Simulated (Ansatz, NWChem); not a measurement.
Worked example: the enthalpy of formation of N2H3 (hydrazinyl radical)

N2H3: 5 atoms, total charge 0, spin state doublet. As SMILES, `[NH]N`. The shape is that of a PBE0-D4/def2-TZVP optimisation. This is one conformer, not always the lowest.

Total energies at UMP2/def2-TZVP, 2 core orbitals frozen (NWChem 7.3.0); the atoms run unrestricted:

```tsv
species	state	energy (Eh)
N2H3	doublet	-111.013422
N	quartet	-54.497614
H	doublet	-0.499810
```

Harmonic wavenumbers at UPBE0-D4/def2-TZVP, in cm⁻¹: 558, 706, 1145, 1284, 1486, 1668, 3451, 3514, 3657.

Measured heats of formation of the gaseous atoms at 298.15 K, in kJ/mol: N 472.4, H 218.0. Take 1 Eh = 2625.50 kJ/mol, 1 cm⁻¹ = 0.0119627 kJ/mol, RT = 2.479 kJ/mol.

**Question.** What heat of formation follows?

**Answer.** 
1. Electronic atomisation energy: 2 × (-54.497614) + 3 × (-0.499810) − (-111.013422) = 0.518764 Eh = 1362.0 kJ/mol.
2. Zero-point energy: half the sum of the wavenumbers, 8734.5 cm⁻¹ = 104.5 kJ/mol.
3. Thermal vibrational enthalpy, Σ hcν̃/(exp(hcν̃/kT) − 1): 0.9 kJ/mol. Translation, rotation and pV of a non-linear molecule: 4 RT = 9.9 kJ/mol.
4. The 5 free atoms carry 5/2 RT each: 31.0 kJ/mol.
5. Atomisation enthalpy at 298 K: 1362.0 − 104.5 − 0.9 − 9.9 + 31.0 = 1277.7 kJ/mol.
6. Sum of the atoms' heats of formation: 1598.8 kJ/mol. Heat of formation: 1598.8 − 1277.7 = +321.1 kJ/mol.

The tabulated value is +224.9 kJ/mol (Active Thermochemical Tables), so this level is off by +96.2 kJ/mol, or 7.0 % of the atomisation enthalpy that the table implies (1374.0 kJ/mol). Perturbation theory converges slowly with the basis for atomisation. Anharmonicity and any spin-orbit splitting of the molecule are left out, and cores are frozen in the wave-function part.
